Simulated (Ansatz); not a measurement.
Ideal-gas functions of C2H3ClFN (`FC/N=C/Cl`) at 500 K and 1 bar, from an Ansatz frequency run at PBE0-D4/def2-TZVP.

Molar mass 95.5 g/mol, point group Cs (symmetry number 1), electronic degeneracy 1, moments of inertia 28.463, 300.274, 325.515 u Å². Harmonic wavenumbers (cm⁻¹, unscaled): 187, 204, 248, 373, 603, 887, 938, 1040, 1081, 1095, 1281, 1330, 1404, 1482, 1758, 3062, 3109, 3159.

Use S(trans) = R[1.5 ln M + 2.5 ln T − 1.1517]; rotational temperatures θ = 24.2544 K / I; S(rot) = R[ln(√π/σ · √(T³/θAθBθC)) + 1.5]; for each mode x = 1.438777 ν̃/T, S = R[x/(eˣ − 1) − ln(1 − e⁻ˣ)] and H = RT x/(eˣ − 1); 1 cm⁻¹ = 0.0119627 kJ/mol; R = 8.31446 J/(mol·K).

Q: By hand: the entropy, in J/(mol·K).

A: Translation 176.5. Rotation: θ = 0.8521, 0.0808, 0.0745 K, giving 116.7. Vibration, mode by mode: 13.57, 12.86, 11.29, 8.11, 4.70, 2.47, 2.20, 1.74, 1.59, 1.54, 1.00, 0.89, 0.75, 0.62, 0.32, 0.01, 0.01, 0.01, in all 63.7. Electronic 0.0. Sum 356.9 J/(mol·K).

Q: By hand: H − E and G − E in kJ/mol, counted from the electronic energy.

A: Zero-point energy ½ × 23241 × 0.0119627 = 139.0; thermal vibration 17.9; translation, rotation and pV give 4 RT = 16.6. H − E = 173.5 kJ/mol, and G − E = 173.5 − 500 × 356.9/1000 = -4.9 kJ/mol.

Vibration gives 18 % of the entropy. The sum counts one conformer and one mirror image; others add a mixing term.
